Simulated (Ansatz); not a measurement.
Molecule: C$_{2}$H$_{5}$O$_{2}$ (charge +1, singlet). It need not be the lowest isomer of its formula. 
Geometry from a B3LYP-D3(BJ)/def2-TZVP (Ansatz, an electronic-structure program) optimisation:
SMILES: C[OH+]C=O
```xyz
9

C     -1.0742    -0.2116    -0.0219
O     -0.8043    -1.2585    -0.4200
O      0.0688     0.7929     0.1907
H     -1.9994     0.3055     0.2378
C      1.5096     0.3752     0.1178
H      2.0453     1.2484    -0.2389
H      1.8124     0.0563     1.1099
H      1.5336    -0.4356    -0.6012
H     -0.1209     1.5684     0.7508
```
Charge +1, spin multiplicity 1.

Parts of the frozen-core correlation energy in STO-3G (Ansatz, hartree). Frozen orbitals: 4; correlated occupied orbitals by spin: 12 and 12; virtual: 9 and 9. No spin-orbit coupling. Non-relativistic. The restricted reference is unstable.

| term | value |
|---|---|
| reference (HF) | -225.16344 |
| MP2 opposite-spin | -0.18288 |
| MP2 same-spin | -0.04011 |
| CCSD correlation | -0.26449 |
| (T) | -0.00676 |
| T1 diagnostic | 0.015 |
| largest doubles amplitude | 0.091 |
